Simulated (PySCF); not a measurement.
# AlF with other numerical set-ups

Aim: see how much the energy and properties of AlF depend on the numerical set-up.

Program: PySCF 2.14.0. Level of theory: each script names its method and basis. These are calculated values, not measurements.

1 further run of the same task is left out (it didn't finish).

## 1. The system as given

AlF: 2 atoms, charge 0, spin multiplicity 1.

Bond lengths: Al1–F2 1.629 Å.

## 2. The run that the others are compared with

input.py

```python
from pyscf import gto, dft
from pyscf.prop.polarizability import uhf as pol

mol = gto.M(
    atom='Al 0 0 0; F 0 0 1.629',
    basis='minao',
    charge=0,
    spin=0,
    verbose=3,
)
mf = dft.UKS(mol, xc='r2scan')
mf.kernel()
print('polarizability (a.u.)')
print(pol.Polarizability(mf).polarizability().round(4))
mf.dip_moment()
print('orbital energies (hartree):', [e[max(0, n-3):n+3].round(4) for e, n in zip(mf.mo_energy, mol.nelec)])
```

Started as:

```console
OMP_NUM_THREADS=1 python input.py
```

Its log is not repeated here.

In short: E(SCF) = -342.219278 Eh, μ = 0.24 D, α(xx, yy, zz) = 31.2, 31.2, 22.1 bohr³.

The bond length is a typed value, not an optimised one.

## 3. Density fitting cc-pvdz-jkfit

Run 1 changes density fitting: none → cc-pvdz-jkfit.

input.py

```python
from pyscf import gto, dft
from pyscf.prop.polarizability import uhf as pol

mol = gto.M(
    atom='Al 0 0 0; F 0 0 1.629',
    basis='minao',
    charge=0,
    spin=0,
    verbose=3,
)
mf = dft.UKS(mol, xc='r2scan')
mf = mf.density_fit(auxbasis='cc-pvdz-jkfit')
mf.kernel()
print('polarizability (a.u.)')
print(pol.Polarizability(mf).polarizability().round(4))
mf.dip_moment()
print('orbital energies (hartree):', [e[max(0, n-3):n+3].round(4) for e, n in zip(mf.mo_energy, mol.nelec)])
```

Started as:

```console
OMP_NUM_THREADS=1 python input.py
```

## 4. Integration grid 0

Run 2 changes integration grid: default → 0.

input.py, as its differences from that of step 2:

```diff
@@ -11,2 +11,3 @@
 mf = dft.UKS(mol, xc='r2scan')
+mf.grids.level = 0
 mf.kernel()
```

## 5. Integration grid (50, 194)

Run 3 changes integration grid: default → (50, 194).

input.py, as its differences from that of step 2:

```diff
@@ -11,2 +11,3 @@
 mf = dft.UKS(mol, xc='r2scan')
+mf.grids.atom_grid = (50, 194)
 mf.kernel()
```

## 6. Cc-pvdz

Run 4 changes basis set: minao → cc-pvdz.

input.py, as its differences from that of step 2:

```diff
@@ -5,3 +5,3 @@
     atom='Al 0 0 0; F 0 0 1.629',
-    basis='minao',
+    basis='cc-pvdz',
     charge=0,
```

## 7. 6-31+g*

Run 5 changes basis set: minao → 6-31+g*.

input.py, as its differences from that of step 2:

```diff
@@ -5,3 +5,3 @@
     atom='Al 0 0 0; F 0 0 1.629',
-    basis='minao',
+    basis='6-31+g*',
     charge=0,
```

## 8. Def2-svp

Run 6 changes basis set: minao → def2-svp.

input.py, as its differences from that of step 2:

```diff
@@ -5,3 +5,3 @@
     atom='Al 0 0 0; F 0 0 1.629',
-    basis='minao',
+    basis='def2-svp',
     charge=0,
```

Q: Predict the outcome of this session. Wanted: for each run, E(SCF); from base; gap; SCF dipole; after the SCF.

As calculated:

| run | E(SCF) (hartree) | from base (eV) | gap (eV) | SCF dipole (D) | functions | after the SCF |
| --- | --- | --- | --- | --- | --- | --- |
| base | -342.219278 | 0 | 4.26 | 0.24 | 14 | mean α 28.1 bohr³ |
| density fitting cc-pvdz-jkfit | -342.219290 | -0.0003 | 4.26 | 0.24 | 14 | mean α 28.1 bohr³ |
| integration grid 0 (poor choice) | -342.261081 | -1.1375 | 4.24 | 0.22 | 14 | mean α 28.0 bohr³ |
| integration grid (50, 194) | -342.219319 | -0.0011 | 4.26 | 0.24 | 14 | mean α 28.1 bohr³ |
| cc-pvdz | -342.253672 | -0.9359 | 4.51 | 1.08 | 32 | mean α 35.8 bohr³ |
| 6-31+g* | -342.245594 | -0.7161 | 4.47 | 1.16 | 40 | mean α 38.4 bohr³ |
| def2-svp | -342.094407 | +3.3979 | 4.51 | 0.77 | 32 | mean α 35.7 bohr³ |

**Reading.** The largest comparable shift of the SCF energy, +3.398 eV, comes with the run “def2-svp”. cc-pvdz (32 functions) gives an energy 0.94 eV lower than minao (14). 6-31+g* (40 functions) gives an energy 0.72 eV lower than minao (14). def2-svp (32 functions) gives an energy 3.40 eV higher than minao (14); size alone doesn't order basis sets of different families. The dearest run is “6-31+g*”, at 9.4 s against 2.4 s. Rows marked «poor choice» come from settings spoiled on purpose.
